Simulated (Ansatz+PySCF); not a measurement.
The numbers below are computed, except where a source is named.
A run of PySCF 2.14.0 on triplet AlN at this shape:

```yaml
atoms:
  - { symbol: Al, position_ang: [0.0000, 0.0000, 0.0000] }
  - { symbol: N, position_ang: [0.0000, 0.0000, 2.0200] }
```

Its results:

| Property | Result |
| --- | --- |
| Converged | yes |
| Reference energy | -296.23056 hartree |
| CCSD correlation energy | -0.11519 hartree |
| Triples correction | -0.00370 hartree |
| Total energy | -296.34944 hartree |
| Spin squared of the determinant | 2.344 |

(1) Which input gives this output? Name the method, the orbitals and the basis set, and write the input.

Answers

(1) UHF-CCSD(T) in 6-31G.

```python
from pyscf import gto, scf, cc

mol = gto.M(atom="""
Al 0.000000 0.000000 0.000000
N 0.000000 0.000000 2.020000
""", basis='6-31g', charge=0, spin=2)
mf = scf.UHF(mol)
mf.kernel()
mycc = cc.CCSD(mf, frozen=6).run()
et = mycc.ccsd_t()
print(mf.e_tot, mycc.e_corr, et, mycc.e_tot + et)
```

This is not the lowest solution: another run reaches a determinant 0.57 eV lower. Caution: the unrestricted determinant is spin contaminated; another reference gives a lower total.
